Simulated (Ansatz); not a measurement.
`C1CC1`: measurement beside calculation (Ansatz, PBE0-D4/def2-TZVP geometry).

```xyz
9

C    -0.024    0.765    0.401
C    -0.670   -0.542    0.064
C     0.693   -0.223   -0.465
H    -0.415    1.661   -0.065
H     0.335    0.909    1.413
H    -1.500   -0.535   -0.631
H    -0.750   -1.287    0.846
H     1.540   -0.750   -0.043
H     0.790    0.002   -1.520
```

Enthalpy of formation at 298 K: 12.7 kcal/mol (zero for an element's reference state; older measured values of the G2 set, as listed by Staroverov and co-workers, J. Chem. Phys. 119, 12129, 2003). With their computed zero-point and thermal terms and the atoms' enthalpies of Curtiss and co-workers (1997) it gives an electronic atomization energy of 853.1 kcal/mol.

```tsv
level	atomization (kcal/mol)	error	error per bond
LDA (SPW92)	968.5	115.4	12.8
PBE-D4	871.4	18.2	2.0
revPBE-D4	852.8	-0.3	0.0
BLYP-D4	848.6	-4.5	-0.5
r2SCAN-D4	856.3	3.2	0.4
B97M-V	856.4	3.3	0.4
PBE0-D4	861.9	8.7	1.0
B3LYP-D4	854.0	0.8	0.1
r2SCANh-D4	853.5	0.3	0.0
r2SCAN0-D4	849.4	-3.7	-0.4
HSE06-D4	862.4	9.2	1.0
BHLYP-D4	834.9	-18.2	-2.0
CAM-B3LYP-D4	857.6	4.5	0.5
ωB97X-V	855.5	2.3	0.3
ωB97M-V	856.3	3.1	0.3
B2PLYP	846.7	-6.5	-0.7
PBE-QIDH	855.2	2.0	0.2
PBE	868.8	15.7	1.7
revPBE	842.8	-10.4	-1.2
BLYP	842.6	-10.5	-1.2
r2SCAN	855.7	2.6	0.3
PBE0	859.8	6.6	0.7
B3LYP	849.9	-3.3	-0.4
r2SCANh	852.8	-0.3	0.0
r2SCAN0	848.7	-4.4	-0.5
HSE06	860.4	7.3	0.8
BHLYP	832.2	-20.9	-2.3
CAM-B3LYP	855.6	2.4	0.3
LC-ωPBE	857.5	4.3	0.5
HF/def2-TZVPP	645.1	-208.0	-23.1
MP2/def2-TZVPP	844.2	-9.0	-1.0
SCS-MP2/def2-TZVPP	841.8	-11.4	-1.3
CCSD/def2-TZVPP	825.0	-28.1	-3.1
CCSD(T)/def2-TZVPP	834.9	-18.2	-2.0
HF/def2-QZVPP	645.8	-207.4	-23.0
MP2/def2-QZVPP	854.3	1.1	0.1
SCS-MP2/def2-QZVPP	853.2	0.1	0.0
HF/CBS(def2)	645.9	-207.3	-23.0
MP2/CBS(def2)	861.4	8.2	0.9
CCSD/CBS(def2)	842.2	-11.0	-1.2
CCSD(T)/CBS(def2)	852.1	-1.1	-0.1
```

Functionals use def2-TZVPP; B3LYP here is the variant with VWN-RPA as its local correlation; programs differ in this. The calculations leave out spin–orbit coupling, scalar relativity and, for the correlated methods, core correlation; together these are worth up to about 1 kcal/mol a heavy atom. HSE06 is defined as in plane-wave codes. CBS adds triple-zeta CCSD(T) − MP2 to the MP2 limit. T1 = 0.009.
